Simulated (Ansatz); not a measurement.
Basis-set extrapolation for `C/C(F)=C/CF` (PBE0-D4/def2-TZVP geometry, frozen core, the Gaussian-basis code of Ansatz). Multiplicity 1, RHF reference.

|  | def2-TZVPP | def2-QZVPP |
| --- | --- | --- |
| HF | -353.965564 | -353.981242 |
| MP2 correlation | -1.155476 | -1.246471 |
| CCSD(T) correlation | -1.235264 | not run |

Energies in hartree. Use E(X) = E(∞) + A·exp(−7.88·√X) for Hartree–Fock and E(X) = E(∞) + B·X^(−2.97) for correlation, with X = 3 and 4, and add CCSD(T) minus MP2 of the smaller set to the MP2 limit.

**Question.** What is the CCSD(T) energy at the basis-set limit?

**Answer.** HF limit: -353.981242 + (-0.015678) × 0.13774 = -353.98340. MP2 limit: -1.246471 + (-0.090995) × 0.74074 = -1.31387. Higher-order term: -1.235264 − (-1.155476) = -0.07979. Total: -355.37706 hartree, 4.80 eV below CCSD(T)/def2-TZVPP.
